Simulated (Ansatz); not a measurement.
# CH₄AlN: geometry and vibrations

Aim: relax CH₄AlN from a cheap starting geometry, then compute its harmonic vibrations to see whether it is a minimum and to get the zero-point energy and entropy, and look at its orbitals and charge.

Method: RKS PBE0-D4/def2-TZVP; program: Ansatz 0.2.0, Gaussian basis.

Levels to be run: relaxation at PBE-D4/def2-SVP; relaxation at PBE0-D4/def2-TZVP; harmonic vibrations at the same level; a single point in def2-TZVPP for the fields.

## 1. Starting geometry

7 atoms, charge 0, spin multiplicity 1.

Atoms are counted from 1 here; the program's logs count them from 0.

Bond lengths: C1–N2 1.216 Å, C1–H4 1.046 Å, C1–H5 1.126 Å, N2–Al3 1.878 Å, Al3–H6 1.612 Å, Al3–H7 1.650 Å. Angles: N2–C1–H4 122.1°, N2–C1–H5 123.4°, H4–C1–H5 114.5°, C1–N2–Al3 122.3°, N2–Al3–H6 121.8°, N2–Al3–H7 120.5°, H6–Al3–H7 117.8°.

As a file:

```tsv
atom	x (Å)	y (Å)	z (Å)
C1	-1.20710	-0.26320	-0.66870
N2	-0.20080	-0.83320	-0.29150
Al3	1.18080	0.06200	0.61250
H4	-1.95850	-0.75750	-1.20300
H5	-1.38910	0.83760	-0.51880
H6	1.10220	1.63940	0.93300
H7	2.53360	-0.75320	1.09080
```

The start is a force-field geometry with small random shifts, so a cheaper pass at PBE-D4/def2-SVP comes first.

## 2. Relaxation at PBE-D4/def2-SVP (cheap first pass)

The input, in.yaml:

```yaml
crystal:
  periodic: [false, false, false]
  atoms:
    - {symbol: C, position_ang: [-1.207100, -0.263200, -0.668700]}
    - {symbol: N, position_ang: [-0.200800, -0.833200, -0.291500]}
    - {symbol: Al, position_ang: [1.180800, 0.062000, 0.612500]}
    - {symbol: H, position_ang: [-1.958500, -0.757500, -1.203000]}
    - {symbol: H, position_ang: [-1.389100, 0.837600, -0.518800]}
    - {symbol: H, position_ang: [1.102200, 1.639400, 0.933000]}
    - {symbol: H, position_ang: [2.533600, -0.753200, 1.090800]}
basis:
  gaussian: {orbitals: def2-SVP}
hamiltonian: {xc: pbe, dispersion: d4}
relax: {f_tol: 0.03, max_steps: 200}
```

Launch:

```bash
> ansatz run in.yaml --threads 2 --pin off --events-out ev --progress --plain --max-ram 4352MiB
```

Standard output, shortened:

```text
Functional definition: PBE
  name "PBE"
  cite "Perdew, Burke & Ernzerhof, Phys. Rev. Lett. 77, 3865 (1996) doi:10.1103/PhysRevLett.77.3865"
  parent pbe
[...]
755 factors; their error is unknown
[...]
mean field -9176.65507592 eV, -337.2358538797 hartree, gradient 4.2e-5 eV, S^2 0.000000; 0 other end points of the search recorded, 0 dependent functions left out
[...]
reference -9176.65511236 eV, -337.2358552190 hartree; 15, 15 occupied and 51, 51 virtual orbitals, 755 factors
relax step   1: F+E_penalty+E_count = -9176.75635393 eV  Δ(F+E_penalty+E_count) = +0.000e0 eV  max|allowed force component| = 4.655e0 eV/Å  Δτ_max = 0.0000 Å  (26 SCF iters, accepted)
[...]
relax step   4: F+E_penalty+E_count = -9177.04552607 eV  Δ(F+E_penalty+E_count) = -8.071e-2 eV  max|allowed force component| = 5.028e-1 eV/Å  Δτ_max = 0.0984 Å  (28 SCF iters, accepted)
[...]
relax step   7: F+E_penalty+E_count = -9177.09814213 eV  Δ(F+E_penalty+E_count) = -3.493e-2 eV  max|allowed force component| = 5.515e-1 eV/Å  Δτ_max = 0.1999 Å  (32 SCF iters, accepted)
[...]
relax step  10: F+E_penalty+E_count = -9177.33778773 eV  Δ(F+E_penalty+E_count) = -1.052e-1 eV  max|allowed force component| = 7.516e-1 eV/Å  Δτ_max = 0.1911 Å  (31 SCF iters, accepted)
[...]
relax step  12: F+E_penalty+E_count = -9177.47894870 eV  Δ(F+E_penalty+E_count) = -4.253e-2 eV  max|allowed force component| = 2.016e-1 eV/Å  Δτ_max = 0.2000 Å  (32 SCF iters, accepted)
[...]
relax step  13: F+E_penalty+E_count = -9177.49105341 eV  Δ(F+E_penalty+E_count) = -1.210e-2 eV  max|allowed force component| = 2.033e-2 eV/Å  Δτ_max = 0.1095 Å  (26 SCF iters, accepted)
755 factors; their error is unknown
mean field -9177.39335543 eV, -337.2629851514 hartree, gradient 1.8e-5 eV, S^2 0.000000; 1 other end points of the search recorded, 0 dependent functions left out
[...]
reference -9177.39339207 eV, -337.2629864977 hartree; 15, 15 occupied and 51, 51 virtual orbitals, 755 factors
Total energy: -9177.49109005 eV, -337.2665768324 hartree
Atom 0 at    -1.237475    -0.196002    -0.836654 Å, force     0.007395     0.005639    -0.000512 eV/Å
Atom 1 at    -0.201819    -0.052656    -0.138026 Å, force    -0.005001     0.002722    -0.010435 eV/Å
Atom 2 at     1.265493     0.175846     0.829696 Å, force    -0.016573    -0.002772    -0.001645 eV/Å
Atom 3 at    -2.069196    -0.894737    -0.556714 Å, force     0.020328     0.012967     0.006047 eV/Å
Atom 4 at    -1.408081     0.365102    -1.793038 Å, force     0.007527    -0.015521     0.016325 eV/Å
Atom 5 at     1.217775     1.322697     1.935133 Å, force    -0.002143    -0.008070    -0.003995 eV/Å
Atom 6 at     2.494403    -0.788350     0.513903 Å, force    -0.011532     0.005034    -0.005784 eV/Å
Dipole moment:    -0.261682    -0.035474    -0.180901 e Å
```

Run time: 13 s. Hardware: 2 threads of Arm Neoverse V1, shared host.

Along the way: (the energy doesn't fall at every step)

```tsv
step	energy from step 1 (eV)	largest force component (eV/Å)
1	0.0000	4.6550
2	-0.2085	1.3641
3	-0.0872	1.9725
4	-0.2892	0.5028
5	-0.3010	0.1588
6	-0.3069	0.2502
7	-0.3418	0.5515
8	-0.3674	1.0709
9	-0.4762	0.8667
10	-0.5814	0.7516
11	-0.6801	0.4709
12	-0.7226	0.2016
13	-0.7347	0.0203
```

Distances of close pairs at the start and the end, largest changes first:

```tsv
bond	before (Å)	after (Å)	change (Å)
N2–Al3	1.878	1.772	-0.106
C1–H4	1.046	1.122	+0.076
Al3–H7	1.650	1.594	-0.057
C1–N2	1.216	1.257	+0.041
Al3–H6	1.612	1.594	-0.018
C1–H5	1.126	1.122	-0.004
```

## 3. Geometry optimisation, PBE0-D4/def2-TZVP

The input, in.yaml:

```yaml
crystal:
  periodic: [false, false, false]
  atoms:
    - {symbol: C, position_ang: [-1.237475, -0.196002, -0.836654]}
    - {symbol: N, position_ang: [-0.201819, -0.052656, -0.138026]}
    - {symbol: Al, position_ang: [1.265493, 0.175846, 0.829696]}
    - {symbol: H, position_ang: [-2.069196, -0.894737, -0.556714]}
    - {symbol: H, position_ang: [-1.408081, 0.365102, -1.793038]}
    - {symbol: H, position_ang: [1.217775, 1.322697, 1.935133]}
    - {symbol: H, position_ang: [2.494403, -0.788350, 0.513903]}
basis:
  gaussian: {orbitals: def2-TZVP}
hamiltonian: {xc: pbe0, dispersion: d4}
relax: {f_tol: 0.005, max_steps: 150}
```

Same command.

Standard output, shortened:

```text
Functional definition: PBE0
  name "PBE0"
  cite "Adamo & Barone, J. Chem. Phys. 110, 6158 (1999) doi:10.1063/1.478522"
  cite "Perdew, Burke & Ernzerhof, Phys. Rev. Lett. 77, 3865 (1996) doi:10.1103/PhysRevLett.77.3865"
  parent pbe
[...]
790 factors; their error is unknown
[...]
mean field -9183.38208421 eV, -337.4830668747 hartree, gradient 4.0e-5 eV, S^2 0.000000; 0 other end points of the search recorded, 0 dependent functions left out
[...]
reference -9183.38211824 eV, -337.4830681255 hartree; 15, 15 occupied and 108, 108 virtual orbitals, 790 factors
relax step   1: F+E_penalty+E_count = -9183.46400628 eV  Δ(F+E_penalty+E_count) = +0.000e0 eV  max|allowed force component| = 5.988e-1 eV/Å  Δτ_max = 0.0000 Å  (26 SCF iters, accepted)
[...]
reference -9183.41644493 eV, -337.4843296079 hartree; 15, 15 occupied and 108, 108 virtual orbitals, 790 factors
Total energy: -9183.49901047 eV, -337.4873638357 hartree
Atom 0 at    -1.225957    -0.193116    -0.831600 Å, force     0.000161     0.000004     0.000159 eV/Å
Atom 1 at    -0.201265    -0.041769    -0.145874 Å, force     0.000153     0.000225    -0.000139 eV/Å
Atom 2 at     1.241518     0.173073     0.817604 Å, force     0.000321     0.000869    -0.000814 eV/Å
Atom 3 at    -2.036361    -0.879542    -0.541079 Å, force     0.000175    -0.000348     0.000384 eV/Å
Atom 4 at    -1.391737     0.349167    -1.775412 Å, force    -0.000166     0.000146    -0.000267 eV/Å
Atom 5 at     1.210180     1.301304     1.922718 Å, force    -0.000177    -0.000487     0.000280 eV/Å
Atom 6 at     2.464722    -0.777217     0.507942 Å, force    -0.000466    -0.000409     0.000397 eV/Å
Dipole moment:    -0.246323    -0.036437    -0.164829 e Å
```

It took 14 s on 2 threads of Arm Neoverse V1, shared host.

The steps of the relaxation: (the energy doesn't fall at every step)

```tsv
step	energy from step 1 (eV)	largest force component (eV/Å)
1	0.0000	0.5988
2	-0.0318	0.2405
3	0.0159	0.8490
4	-0.0337	0.3653
5	-0.0349	0.0091
6	-0.0350	0.0073
7	-0.0350	0.0009
```

Distances of close pairs at the start and the end, largest changes first:

```tsv
bond	before (Å)	after (Å)	change (Å)
N2–Al3	1.772	1.748	-0.024
C1–H5	1.122	1.101	-0.021
C1–H4	1.122	1.101	-0.021
C1–N2	1.257	1.242	-0.015
Al3–H7	1.594	1.580	-0.014
Al3–H6	1.594	1.580	-0.014
```

Mulliken charges at the end point, from the run's report:

```tsv
atom	value (e)
C1	-0.07
N2	-0.24
Al3	0.29
H4	0.11
H5	0.11
H6	-0.10
H7	-0.10
```

## 4. Force constants and modes

The input, in.yaml:

```yaml
crystal:
  periodic: [false, false, false]
  atoms:
    - {symbol: C, position_ang: [-1.225957, -0.193116, -0.831600]}
    - {symbol: N, position_ang: [-0.201265, -0.041769, -0.145874]}
    - {symbol: Al, position_ang: [1.241518, 0.173073, 0.817604]}
    - {symbol: H, position_ang: [-2.036361, -0.879542, -0.541079]}
    - {symbol: H, position_ang: [-1.391737, 0.349167, -1.775412]}
    - {symbol: H, position_ang: [1.210180, 1.301304, 1.922718]}
    - {symbol: H, position_ang: [2.464722, -0.777217, 0.507942]}
basis:
  gaussian: {orbitals: def2-TZVP}
hamiltonian: {xc: pbe0, dispersion: d4}
phonons: {temperatures: {t_min: 298.15, t_max: 900, t_step: 200}}
```

Launched as before.

Standard output, shortened:

```text
Functional definition: PBE0
  name "PBE0"
  cite "Adamo & Barone, J. Chem. Phys. 110, 6158 (1999) doi:10.1063/1.478522"
  cite "Perdew, Burke & Ernzerhof, Phys. Rev. Lett. 77, 3865 (1996) doi:10.1103/PhysRevLett.77.3865"
  parent pbe
[...]
790 factors; their error is unknown
[...]
mean field -9183.41641105 eV, -337.4843283629 hartree, gradient 4.0e-5 eV, S^2 0.000000; 0 other end points of the search recorded, 0 dependent functions left out
[...]
reference -9183.41644495 eV, -337.4843296087 hartree; 15, 15 occupied and 108, 108 virtual orbitals, 790 factors
[...]
790 factors; their error is unknown
mean field -9183.41616851 eV, -337.4843194498 hartree, gradient 1.8e-6 eV, S^2 0.000000; 0 other end points of the search recorded, 0 dependent functions left out
[...]
reference -9183.41620244 eV, -337.4843206966 hartree; 15, 15 occupied and 108, 108 virtual orbitals, 790 factors
[...]
Total energy: -9183.49901049 eV, -337.4873638361 hartree
Atom 0 at    -1.225957    -0.193116    -0.831600 Å, force     0.000151     0.000006     0.000148 eV/Å
Atom 1 at    -0.201265    -0.041769    -0.145874 Å, force     0.000188     0.000231    -0.000113 eV/Å
Atom 2 at     1.241518     0.173073     0.817604 Å, force     0.000306     0.000850    -0.000840 eV/Å
Atom 3 at    -2.036361    -0.879542    -0.541079 Å, force     0.000172    -0.000348     0.000384 eV/Å
Atom 4 at    -1.391737     0.349167    -1.775412 Å, force    -0.000169     0.000143    -0.000267 eV/Å
Atom 5 at     1.210180     1.301304     1.922718 Å, force    -0.000179    -0.000476     0.000292 eV/Å
Atom 6 at     2.464722    -0.777217     0.507942 Å, force    -0.000469    -0.000406     0.000397 eV/Å
Dipole moment:    -0.246322    -0.036436    -0.164827 e Å
Vibrations: 144.18 210.76 428.38 552.06 579.12 668.55 765.67 1117.83 1196.96 1523.90 1865.13 1946.89 1953.20 2966.66 3016.30 cm⁻¹, zero-point energy 1.173858 eV
```

Run time: 51 s. Hardware: 2 threads of Arm Neoverse V1, shared host.

Motions are named by where the mode's potential energy lies. The modes, unscaled (a negative number is an imaginary wavenumber):

```tsv
mode	cm⁻¹	motion
1	144	bend
2	211	bend
3	428	not assigned (largely outside the bonds, angles and torsions drawn)
4	552	bend
5	579	out-of-plane bend
6	669	Al–N stretch
7	766	bend
8	1118	out-of-plane bend
9	1197	bend
10	1524	bend
11	1865	C–N stretch
12	1947	Al–H stretch
13	1953	Al–H stretch
14	2967	C–H stretch
15	3016	C–H stretch
```

Ideal gas, rigid rotor and harmonic oscillator at 298.15 K and 1 bar, with symmetry number 2:

```tsv
term	value
zero-point energy	113.3 kJ/mol
H(298) − E	128.7 kJ/mol
entropy, translation	159.3 J/(mol K)
entropy, rotation	88.6 J/(mol K)
entropy, vibration	30.9 J/(mol K)
entropy, total	278.7 J/(mol K)
```

## 5. Fields at the relaxed geometry

Edit in.yaml of step 4 so:

```diff
@@ -11,4 +11,4 @@
 basis:
-  gaussian: {orbitals: def2-TZVP}
+  gaussian: {orbitals: def2-TZVPP}
 hamiltonian: {xc: pbe0, dispersion: d4}
-phonons: {temperatures: {t_min: 298.15, t_max: 900, t_step: 200}}
+output: {orbitals: {seedname: orbitals}}
```

Same command.

Standard output:

```text
Functional definition: PBE0
  name "PBE0"
  cite "Adamo & Barone, J. Chem. Phys. 110, 6158 (1999) doi:10.1063/1.478522"
  cite "Perdew, Burke & Ernzerhof, Phys. Rev. Lett. 77, 3865 (1996) doi:10.1103/PhysRevLett.77.3865"
  parent pbe
  parameter a = 0.25
  parameter kappa = 0.804
  parameter beta = 0.06672455060314922
  exchange = (1 - a)*pbe_x(kappa = kappa, mu = beta*pi^2/3) + a*exact_x
  correlation = pbe_c(beta = beta)
871 factors; their error is unknown
mean field evaluation 1: about -9177.1460 eV, gradient 5.5e1 eV
mean field evaluation 2: about -9156.9130 eV, gradient 9.8e1 eV
mean field evaluation 4: about -9183.2792 eV, gradient 8.1e0 eV
mean field evaluation 8: about -9183.4311 eV, gradient 1.4e-1 eV
mean field evaluation 16: about -9183.4438 eV, gradient 2.2e-5 eV
mean field -9183.44380280 eV, -337.4853349911 hartree, gradient 2.2e-5 eV, S^2 0.000000; 0 other end points of the search recorded, 0 dependent functions left out
reference -9183.44383706 eV, -337.4853362502 hartree; 15, 15 occupied and 145, 145 virtual orbitals, 871 factors
Total energy: -9183.52640259 eV, -337.4883704776 hartree
```

Run time: 1.7 s. Hardware: 2 threads of Arm Neoverse V1, shared host.

The fields below are evaluated on a grid from the run's orbitals.

Frontier orbitals at PBE0-D4/def2-TZVPP, with the share of their density that lies nearest to each atom:

```tsv
orbital	energy (eV)	lies on
HOMO	-6.78	N2 65 %; H4, H5 about 11 % each; Al3 9 %
LUMO	-0.92	C1 35 %; N2 33 %; H4, H5 about 11 % each
```

ELF in a plane through or near 5 of the atoms.

Values, 10 rows by 14 columns:
```
0.00 0.00 0.00 0.00 0.00 0.00 0.00 0.00 0.00 0.00 0.00 0.00 0.00 0.00
0.00 0.00 0.02 0.33 0.38 0.12 0.00 0.00 0.00 0.00 0.00 0.00 0.00 0.00
0.00 0.03 0.92 1.00 1.00 0.95 0.04 0.01 0.03 0.02 0.00 0.00 0.00 0.00
0.00 0.24 1.00 1.00 1.00 0.96 0.05 0.16 0.41 0.24 0.05 0.00 0.00 0.00
0.00 0.04 0.65 0.97 0.30 0.15 0.48 0.67 0.82 0.51 0.42 0.04 0.00 0.00
0.00 0.01 0.14 0.37 0.60 0.81 0.62 0.34 0.88 0.28 0.58 0.07 0.00 0.00
0.00 0.16 0.97 1.00 0.99 0.72 0.16 0.46 0.66 0.44 0.16 0.01 0.00 0.00
0.00 0.13 0.98 1.00 1.00 0.97 0.03 0.02 0.14 0.09 0.01 0.00 0.00 0.00
0.00 0.00 0.44 0.97 0.97 0.73 0.02 0.00 0.00 0.00 0.00 0.00 0.00 0.00
0.00 0.00 0.00 0.01 0.01 0.00 0.00 0.00 0.00 0.00 0.00 0.00 0.00 0.00
```
The map spans 9.6 Å across and 8.0 Å up, centred on the molecule. Atoms in the plane (x, y in Å): C1 (1.5, 0.0), N2 (0.3, 0.0), Al3 (-1.5, 0.0), H6 (-2.2, 1.4), H7 (-2.2, -1.4).

log10 of the density (e/Å³) in the same plane.

Values, 10 rows by 14 columns:
```
-4.0 -4.0 -4.0 -3.8 -3.8 -3.9 -4.0 -4.0 -4.0 -4.0 -4.0 -4.0 -4.0 -4.0
-4.0 -3.7 -3.0 -2.5 -2.5 -2.7 -3.2 -3.8 -4.0 -4.0 -4.0 -4.0 -4.0 -4.0
-3.9 -2.9 -2.0 -1.2 -1.1 -1.5 -2.3 -2.6 -2.6 -2.7 -3.1 -3.7 -4.0 -4.0
-3.6 -2.6 -1.5 -0.3 -0.1 -0.8 -1.5 -1.5 -1.5 -1.6 -2.0 -2.7 -3.7 -4.0
-3.6 -2.6 -1.5 -0.6 -0.2 -0.1 -0.5  0.0 -0.1 -0.2 -0.7 -1.7 -3.0 -4.0
-3.7 -2.7 -1.7 -0.9  0.7  1.3 -0.1  1.0  0.4  1.1 -0.3 -1.5 -2.8 -4.0
-3.6 -2.5 -1.4 -0.3 -0.1 -0.6 -1.0 -0.8 -0.7 -0.9 -1.3 -2.2 -3.3 -4.0
-3.8 -2.7 -1.7 -0.8 -0.7 -1.2 -2.0 -2.2 -2.2 -2.3 -2.7 -3.3 -4.0 -4.0
-4.0 -3.3 -2.4 -1.9 -1.8 -2.1 -2.7 -3.2 -3.3 -3.4 -3.8 -4.0 -4.0 -4.0
-4.0 -4.0 -3.6 -3.2 -3.1 -3.3 -3.7 -4.0 -4.0 -4.0 -4.0 -4.0 -4.0 -4.0
```
The map spans 9.6 Å across and 8.0 Å up, centred on the molecule. Atoms in the plane (x, y in Å): C1 (1.5, 0.0), N2 (0.3, 0.0), Al3 (-1.5, 0.0), H6 (-2.2, 1.4), H7 (-2.2, -1.4).

On the surface of density 0.002 e/bohr³ the electrostatic potential runs, from the 1st to the 99th percentile, from -0.52 to 2.35 V.

## 6. What came out

```
                  quantity            value
               point group              C2v
                     steps           13 + 7
shift from the start (rms)          0.792 Å
              total energy    -9183.4990 eV
           dispersion term          -83 meV
             dipole moment           1.43 D
lowest, highest wavenumber   144, 3016 cm⁻¹
         zero-point energy     113.3 kJ/mol
       entropy at 298.15 K  278.7 J/(mol K)
                HOMO, LUMO  -6.78, -0.92 eV
```

What this shows: The atoms moved 0.79 Å (rms) from the start; the bond that changed most is N2–Al3, from 1.878 to 1.748 Å. No mode is imaginary: a true minimum at this level. The stiffest mode, 3016 cm⁻¹, is a C–H stretch. Harmonic hybrid wavenumbers usually lie a few per cent above measured fundamentals. The largest Mulliken charge, +0.29 e, sits on Al3. The HOMO lies mostly on N2 65 %; H4, H5 about 11 % each and the LUMO on C1 35 %; N2 33 %.
